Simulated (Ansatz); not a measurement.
**CF+ (quintet): the correlation ladder, cc-pVTZ**

How much of the correlation energy of CF+ (quintet) does each wave-function method recover here?

The runs use Ansatz 0.2.0, Gaussian basis; cc-pVTZ, correlated electrons: outside noble gas.

The runs, in order: UHF; CCSD(T) on ROHF; CCSD(T) on UHF; BCCD(T) on ROHF; CISD; CCSDT(Q) on ROHF; CCSDT(Q) on UHF; CASSCF and MRCISD+Q, 10 electrons in 8 orbitals; CASSCF and NEVPT4(SD), 10 electrons in 8 orbitals; CASSCF and NEVPT2, 10 electrons in 8 orbitals.

### 1 What is computed

The geometry is a PBE0/def2-TZVP stationary point (not a proven minimum) of the parent state, kept for this charge and spin.

2 atoms, charge 1, spin multiplicity 5.

Atoms are counted from 1 here; the program's logs count them from 0.

Bond lengths: C1–F2 1.316 Å.

In the tables R marks a restricted open-shell determinant and U an unrestricted one; 'valence' is the active space of 10 electrons in 8 orbitals; correlation energies count from the lowest restricted Hartree-Fock solution.

### 2 UHF

in.yaml reads:

```yaml
crystal:
  periodic: [false, false, false]
  atoms:
    - {symbol: C, position_ang: [0.000000, 0.000000, 0.000000]}
    - {symbol: F, position_ang: [0.000000, 0.000000, 1.315900]}
basis:
  gaussian: {orbitals: cc-pVTZ}
total_charge: 1
magnetization: {spin_polarized: true, initial_magnetization: 4}
hamiltonian: {xc: hf}
output: {orbitals: {seedname: orbitals}}
```

On the command line:

```console
ansatz run in.yaml --threads 1 --pin off --events-out ev --progress --plain --max-ram 3968MiB --backend cpu
```

Further steps of the session: CCSD(T) on ROHF; CCSD(T) on UHF; BCCD(T) on ROHF; CISD; CCSDT(Q) on ROHF; CCSDT(Q) on UHF; CASSCF and MRCISD+Q, 10 electrons in 8 orbitals; CASSCF and NEVPT4(SD), 10 electrons in 8 orbitals; CASSCF and NEVPT2, 10 electrons in 8 orbitals.

**Question.** What will the summary of the whole plan be? Wanted: correlation energy, UCCSDT(Q); RMP2 from UCCSDT(Q); UMP2 from UCCSDT(Q); RCCSD from UCCSDT(Q); RCCSD(T) from UCCSDT(Q); UCCSD(T) from UCCSDT(Q); RCCSDT(Q) from UCCSDT(Q); NEVPT2 valence from UCCSDT(Q); NEVPT4(SD) valence from UCCSDT(Q).

The runs gave:

| quantity | value |
| --- | --- |
| correlation energy, UCCSDT(Q) | -7.2173 eV |
| RMP2 from UCCSDT(Q) | +677.2 meV |
| UMP2 from UCCSDT(Q) | +685.9 meV |
| RCCSD from UCCSDT(Q) | +172.4 meV |
| RCCSD(T) from UCCSDT(Q) | +19.0 meV |
| UCCSD(T) from UCCSDT(Q) | +16.3 meV |
| RCCSDT(Q) from UCCSDT(Q) | +3.5 meV |
| NEVPT2 valence from UCCSDT(Q) | +966.5 meV |
| NEVPT4(SD) valence from UCCSDT(Q) | +110.2 meV |
| MRCISD+Q valence from UCCSDT(Q) | +57.1 meV |
| levels of the table within 1 kcal/mol (43 meV) | RCCSD(T), UCCSD(T), BCCD(T), RCCSDT, UCCSDT, RCCSDT(Q) |
| T1 diagnostic | 0.014 |
| effectively unpaired electrons | 4.00 |

What this shows: RCCSD(T) misses by +19.0 meV, 0.3 % of the correlation energy. One determinant dominates. Of the multireference levels listed MRCISD+Q valence comes nearest in total energy (+57.1 meV), which doesn't show that its space is the better one. These misses are within one basis, not against nature; the frozen cores of restricted and unrestricted runs differ, which can shift their rows.
